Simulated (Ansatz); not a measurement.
`C=C(O)CO` + H₂ → `C=CCO` + H₂O  (hydrogenolysis of a C–O bond)

Computed with Ansatz on PBE0-D4/def2-TZVP structures; ΔE is electronic, products minus reactants. CCSD(T)/CBS adds triple-zeta CCSD(T) − MP2 to the extrapolated MP2 energy (def2 sets, frozen cores). This one scheme is used for every species. DFT in def2-TZVPP. B3LYP here is the variant with VWN-RPA as its local correlation; programs differ in this. One conformer a species, not always the lowest.

`C=C(O)CO`:

Cartesian coordinates in Å:
```
C 1.258 0.211 1.113
C 0.472 0.303 0.046
O 0.913 0.797 -1.134
C -0.979 -0.077 0.036
O -1.330 -0.726 -1.177
H 0.864 -0.183 2.039
H 2.287 0.545 1.084
H 0.246 0.578 -1.799
H -1.222 -0.682 0.914
H -1.595 0.827 0.063
H -0.914 -1.593 -1.185
```

H₂:

Z-matrix (Å, degrees):
```
H
H 1 0.746
```

`C=CCO`:

```xyz
10

C     1.528   -0.220    0.176
C     0.426    0.499    0.019
C    -0.865   -0.049   -0.492
O    -1.927    0.152    0.421
H     1.553   -1.276   -0.080
H     2.446    0.215    0.555
H     0.417    1.553    0.288
H    -0.746   -1.111   -0.744
H    -1.164    0.475   -1.405
H    -1.667   -0.238    1.261
```

H₂O:

Cartesian coordinates in Å:
```
O -0.356 -0.070 0.142
H -0.109 0.067 -0.775
H 0.465 0.003 0.634
```

```tsv
level	ΔE (kcal/mol)
PBE-D4	-12.0
ωB97X-V	-13.7
B3LYP	-15.4
HF/CBS(def2)	-19.8
```

Task: What does CCSD(T)/CBS give? (Best estimate.)

Result: Ansatz gave: -16.9 kcal/mol. The listed levels differ from it by 4.9, 3.2, 1.5, -2.9 kcal/mol.

Largest T1 diagnostic among the species: 0.012.

From PBE to PBE0 (25 % exact exchange), in def2-TZVPP and without D4, ΔE moves by −1.7 kcal/mol. In def2-TZVPP, CCSD(T) changes the Hartree–Fock value by +3.7 kcal/mol (the triples alone add +1.3 kcal/mol) and MP2 by +3.8 kcal/mol.
